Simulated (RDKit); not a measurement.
**ClF (chlorine monofluoride) at 3 levels**

We compute a comparison of 3 runs (MMFF94, UFF, extended Hückel) of ClF (chlorine monofluoride). The job is set up through a Python script.

The results are computed with RDKit 2026.09.1.

1 further run of the same task is left out (set aside as unsound or not needed).

## (1) The structure to begin with

The species is ClF (2 atoms), meant as a singlet with charge 0. SMILES: `FCl`. The shape is that of a GFN2-xTB optimisation.

Bond lengths: F1–Cl2 1.682 Å.

## (2) A single-point energy at MMFF94 (run 1)

File mol.xyz:

```xyz
2

F      0.000000     0.000000     0.000000
Cl     0.000000     0.000000     1.682250
```

File run.py:

```python
# MMFF94 energy with RDKit
import json
import numpy as np
from rdkit import Chem
from rdkit.Chem import AllChem
from rdkit.Chem import rdDetermineBonds

molecule = Chem.MolFromXYZFile("mol.xyz")
rdDetermineBonds.DetermineBonds(molecule, charge=0)
print("perceived SMILES:", Chem.MolToSmiles(Chem.RemoveHs(molecule)))
symbols = [a.GetSymbol() for a in molecule.GetAtoms()]
start = molecule.GetConformer().GetPositions().copy()

props = AllChem.MMFFGetMoleculeProperties(molecule, mmffVariant="MMFF94")
ff = AllChem.MMFFGetMoleculeForceField(molecule, props)
e = ff.CalcEnergy()
g = np.array(ff.CalcGrad()).reshape(-1, 3)
print(f"MMFF94 energy {e:.5f} kcal/mol, gradient norm {np.linalg.norm(g):.4f} kcal/mol/angstrom")
print("atom  type  charge   gradient")
for i, a in enumerate(symbols):
    print(f"{a:<2}{i + 1:<3} {props.GetMMFFAtomType(i):4d} {props.GetMMFFPartialCharge(i):8.4f}  " + " ".join(f"{c:9.4f}" for c in g[i]))
names = ["Bond", "Angle", "StretchBend", "Oop", "Torsion", "VdW", "Ele"]
terms = []
for name in names:
    for other in names:
        getattr(props, f"SetMMFF{other}Term")(other == name)
    terms.append(AllChem.MMFFGetMoleculeForceField(molecule, props).CalcEnergy())
    print(f"{name:<12} {terms[-1]:11.5f} kcal/mol")
json.dump(dict(symbols=symbols, start=start.tolist(), energy=e, gradient=g.tolist(), charges_other=[props.GetMMFFPartialCharge(i) for i in range(len(symbols))], atom_types=[str(props.GetMMFFAtomType(i)) for i in range(len(symbols))], energy_term_names=names, energy_terms=terms), open("results.json", "w"))
```

Run with:

```sh
$ python run.py
```

Standard output:

```text
perceived SMILES: FCl
MMFF94 energy 1.39402 kcal/mol, gradient norm 69.6477 kcal/mol/angstrom
atom  type  charge   gradient
F 1     11  -0.0130     0.0000    0.0000  -49.2484
Cl2     12   0.0130     0.0000    0.0000   49.2484
Bond             1.39402 kcal/mol
Angle            0.00000 kcal/mol
StretchBend      0.00000 kcal/mol
Oop              0.00000 kcal/mol
Torsion          0.00000 kcal/mol
VdW              0.00000 kcal/mol
Ele              0.00000 kcal/mol
```

It took 0.16 s on 1 thread of AMD EPYC 9R45 (Zen 5), shared host.

## (3) The energy at UFF (run 2)

mol.xyz is that of step 2.

File ff.py:

```python
# UFF energy with RDKit
import json
import numpy as np
from rdkit import Chem
from rdkit.Chem import AllChem
from rdkit.Chem import rdDetermineBonds

molecule = Chem.MolFromXYZFile("mol.xyz")
rdDetermineBonds.DetermineBonds(molecule, charge=0)
print("perceived SMILES:", Chem.MolToSmiles(Chem.RemoveHs(molecule)))
symbols = [a.GetSymbol() for a in molecule.GetAtoms()]
start = molecule.GetConformer().GetPositions().copy()

ff = AllChem.UFFGetMoleculeForceField(molecule)
e = ff.CalcEnergy()
g = np.array(ff.CalcGrad()).reshape(-1, 3)
print(f"UFF energy {e:.5f} kcal/mol, gradient norm {np.linalg.norm(g):.4f} kcal/mol/angstrom")
json.dump(dict(symbols=symbols, start=start.tolist(), energy=e, gradient=g.tolist()), open("results.json", "w"))
```

Run with:

```sh
$ python ff.py
```

Standard output:

```text
perceived SMILES: FCl
UFF energy 0.15459 kcal/mol, gradient norm 18.3545 kcal/mol/angstrom
```

Wall time 0.16 s (1 thread of AMD EPYC 9R45 (Zen 5), shared host).

## (4) Energy and one-electron properties at extended Hückel (run 3)

mol.xyz is that of step 3.

File ff.py:

```python
# eht eht with RDKit
import json
import numpy as np
from rdkit import Chem
from rdkit.Chem import AllChem
from rdkit.Chem import rdDetermineBonds
from rdkit.Chem import rdEHTTools

molecule = Chem.MolFromXYZFile("mol.xyz")
symbols = [a.GetSymbol() for a in molecule.GetAtoms()]
start = molecule.GetConformer().GetPositions().copy()

ok, res = rdEHTTools.RunMol(molecule, keepOverlapAndHamiltonianMatrices=True)
if not ok:
    raise RuntimeError("the extended Hueckel run failed")
eps = np.array(res.GetOrbitalEnergies())
nel = res.numElectrons
homo = (nel + 1) // 2 - 1
print(f"{res.numOrbitals} orbitals, {nel} valence electrons, sum of one-electron energies {res.totalEnergy:.4f} eV")
for i in range(max(0, homo - 3), min(len(eps), homo + 6)):
    print(f"{i + 1:4d} {eps[i]:10.4f} eV", "(HOMO)" if i == homo else "(LUMO)" if i == homo + 1 else "")
q = np.array(res.GetAtomicCharges())
print("Mulliken charges:", " ".join(f"{a}{i + 1}={c:+.3f}" for i, (a, c) in enumerate(zip(symbols, q))))
op = res.GetReducedOverlapPopulationMatrix()
pairs = [(k, i, op[i * (i + 1) // 2 + k]) for i in range(len(symbols)) for k in range(i) if abs(op[i * (i + 1) // 2 + k]) > 0.1]
print("reduced overlap populations above 0.1")
for k, i, p in pairs:
    print(f"  {symbols[k]}{k + 1}-{symbols[i]}{i + 1} {p:7.3f}")
json.dump(dict(symbols=symbols, start=start.tolist(), energy=res.totalEnergy * 23.060548, homo=eps[homo], lumo=eps[homo + 1] if homo + 1 < len(eps) else None, orbital_energies=eps.round(4).tolist(), charges_mulliken=q.tolist(), bond_orders=[[k + 1, i + 1, round(p, 4)] for k, i, p in pairs], nel=nel), open("results.json", "w"))
```

Run with:

```sh
$ python ff.py
```

Standard output:

```text
8 orbitals, 14 valence electrons, sum of one-electron energies -297.3164 eV
   4   -18.3461 eV
   5   -17.8864 eV
   6   -13.7069 eV
   7   -13.7069 eV (HOMO)
   8    -2.6893 eV (LUMO)
Mulliken charges: F1=-0.597 Cl2=+0.597
reduced overlap populations above 0.1
  F1-Cl2   0.288
```

It took 0.16 s on 1 thread of AMD EPYC 9R45 (Zen 5), shared host.

Atomic charges (e):

| atom | Mulliken |
| --- | --- |
| F1 | -0.597 |
| Cl2 | +0.597 |

## (5) The series

| run | level | task | energy (Eh) | largest force (eV/Å) | wall time |
| --- | --- | --- | --- | --- | --- |
| 1 | MMFF94 | energy | 0.002222 | 2.136 | 0.16 s |
| 2 | UFF | energy | 0.000246 | 0.563 | 0.16 s |
| 3 | extended Hückel | properties | -10.926176 | – | 0.16 s |

## (6) Summary of results

| quantity | value |
| --- | --- |
| run 3: sum of orbital energies | -10.92618 Eh |
| run 3: HOMO energy | -13.71 eV |
| run 3: LUMO energy | -2.69 eV |
| run 3: HOMO–LUMO gap | 11.02 eV |

**Reading.** Force-field and semi-empirical energies have zeros of their own, so their totals don't compare. All runs together took 0.48 s, the longest 0.16 s.
